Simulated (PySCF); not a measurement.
Gas-phase reaction: C6H6 + 5 BH3 ⇌ 2 B(CH3)3 + 3 BH

Energies from PySCF, thermal terms from the rigid-rotor harmonic-oscillator model, ideal gas at 1 bar. † marks an energy on the PBE0/def2-TZVP geometry and frequencies; other levels use their own. CCSD(T) freezes the core. 6-31G* has spherical d functions here. All species are closed-shell singlets. B3LYP is the form with VWN-RPA correlation. Methyl groups turn as free rotors in B(CH3)3. CCSD(T) isn't extrapolated to the basis-set limit. The harmonic model lacks anharmonicity and excited electronic states, which grow with temperature; levels with a mode under 35 cm⁻¹ are left out.

```
level               ΔE electronic, kJ  ΔH°(298 K), kJ  ΔS°(298 K), J/K  ΔG°(2000 K), kJ
------------------  -----------------  --------------  ---------------  ---------------
B3LYP/def2-TZVP†                  570             593              -59              704
BLYP/def2-TZVP†                   578             601              -59              712
CCSD(T)/def2-SVP†                 481             503              -59              614
HF/6-31G*                         558             584              -60              701
HF/def2-TZVP†                     529             551              -59              663
PBE0/def2-TZVP                    537             559              -59              671
r2SCAN/def2-TZVP†                 569             591              -59              702
ωB97M-V/def2-TZVP†                499             521              -59              632
```
ΔH° is lowest at CCSD(T)/def2-SVP† and highest at BLYP/def2-TZVP†. No reference value is set beside these.
